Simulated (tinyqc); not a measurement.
Orbital energy against energy difference: ionisation energy by orbital energies and by energy differences in the 6-31g basis, for H2O, spin multiplicity 1. Computed by the program tinyqc with PySCF. The cation is unrestricted; errors are against CCSD(T) in this basis, not against experiment.

Geometry (angstrom):
```
atom       x        y       z
O     0.0000   0.0000  0.0000
H     0.0000   0.7030  0.5600
H     0.0000  -0.6990  0.5560
```

CCSD(T) difference in the same basis = 12.1270 eV

IP-EOM-CCSD = 11.8988 eV

First vertical ionisation energy (eV):
```
method     -e(HOMO)  E(cation) - E  error of -e(HOMO)  error of the difference
HF           13.769       11.24584              1.642                   -0.881
LDA           6.428       12.98953             -5.699                    0.863
B3LYP         8.091       12.71994             -4.036                    0.593
PBE0          8.460       12.60448             -3.667                    0.478
CAM-B3LYP     9.989       12.71500             -2.138                    0.588
LC-wPBE      11.433       12.75130             -0.694                    0.624
```

Estimate the missing row, method = PBE.

Computed row:
```
method  -e(HOMO)  E(cation) - E  error of -e(HOMO)  error of the difference
PBE        6.338       12.65904             -5.789                    0.532
```

Koopmans errs by +1.64 eV and Delta-HF by -0.88 eV: relaxation, 2.52 eV, lowers the value and the missing correlation difference works against it. The PBE level is off by -5.8 eV through the wrong tail of its potential, though its energy difference is off by +0.53 eV; exact exchange deepens the level, and among the orbital energies LC-wPBE comes closest; among the differences PBE0 does.
